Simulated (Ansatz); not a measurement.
Mulliken charges of C3H3NO, SMILES `OC1=CC=N1` from PBE/def2-TZVPP in Ansatz (PBE0-D4/def2-TZVP geometry).

```csv
atom,x (Å),y (Å),z (Å),charge (e)
O1,-0.097,1.894,-0.126,-0.184
C2,0.010,0.596,-0.051,0.185
C3,0.957,-0.353,-0.132,-0.240
C4,-0.235,-1.239,0.121,0.014
N5,-1.154,-0.337,0.201,-0.253
H6,-1.026,2.123,0.004,0.228
H7,2.017,-0.428,-0.294,0.125
H8,-0.380,-2.314,0.222,0.125
```

Problem. By hand: the dipole of these point charges (1 e Å = 4.8032 D).

Solution. Σ q r = (0.049, 0.056, -0.012) e Å, of length 0.075 e Å = 0.36 D.

Problem. How does the dipole of the full density compare? (An estimate is asked.)

Solution. The calculation gave: (0.069, 0.075, -0.016) e Å, 0.50 D; the point charges give 0.72 times that, at 1° from its direction.

Point charges leave out the atoms' own dipoles, such as those of lone pairs, and Mulliken's split depends on the basis, so the two needn't agree.
